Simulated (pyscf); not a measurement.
**Concerted two-bond exchange: H₃C–I + HI → H₃C–I + HI**

Gas phase, singlet surface, charge 0. Bonds broken: C1–I2, I6–H7. Bonds formed: C1–I6, I2–H7. Single points on ωB97X-D3(BJ)/def2-SVP structures (PySCF, gas phase).

Transition state (Å):

```xyz
7

C      0.4935    -0.7558     0.4865
I      1.4437     1.8910    -0.3619
H      0.4894    -1.4609     1.3181
H     -0.4555    -0.7356    -0.0577
H      1.3522    -0.9140    -0.1665
I     -0.4347     0.7035     2.8609
H      0.5751     0.4321     0.9716
```

One imaginary mode, 449i cm⁻¹; descent along it reached the two sides named.

```csv
bond,change,reactant side (Å),saddle,product side
C1–I2,breaks,2.133,2.9,4.0
I6–H7,breaks,1.618,2.159,2.8
C1–I6,forms,4.0,2.9,2.133
I2–H7,forms,2.8,2.159,1.618
```

Electronic energies relative to the separated reactants (kcal/mol):

```
level                   barrier  reaction energy  reverse barrier
----------------------  -------  ---------------  ---------------
ωB97X-D3(BJ)/def2-TZVP     74.8              0.0             74.8
r²SCAN/def2-TZVP           55.1              0.0             55.1
B3LYP-D3(BJ)/def2-TZVP     55.2              0.0             55.2
PBE0-D3(BJ)/def2-TZVP      60.4              0.0             60.4
M06-2X/def2-TZVP           67.8              0.0             67.8
ωB97M-D3(BJ)/def2-TZVP     72.9              0.0             72.9
HF/def2-TZVP               93.8              0.0             93.8
```

With ωB97M-D3(BJ)/def2-TZVP energies and thermal terms (ideal gas, 1 atm, RRHO with modes under 100 cm⁻¹ raised to 100, one conformer, R ln 2 for chiral ones without a mode under 150 cm⁻¹), in kcal/mol:

```
T (K)   ΔH‡    ΔG‡   ΔH   ΔG
-----  ----  -----  ---  ---
298    72.5   80.4  0.0  0.0
600    72.8   88.4  0.0  0.0
900    73.2   96.1  0.0  0.0
1200   73.6  103.7  0.0  0.0
```

From the product side, CH₃• + I• + HI lies, by one bond made or cut, 10.1 kcal/mol under this saddle at ωB97M-D3(BJ)/def2-TZVP. The same reactants have a lower exit, to CH₃• + I• + HI (no saddle counted: cutting one bond costs +62.8 kcal/mol at ωB97M-D3(BJ)/def2-TZVP, against +72.9 kcal/mol here). This is the saddle that the search found; another between the same sides may lie lower. A restricted solution here is unstable towards spin polarisation, so biradical character is likely and single-reference numbers are less safe. Elements past Kr carry the def2 core potentials, without spin-orbit coupling.
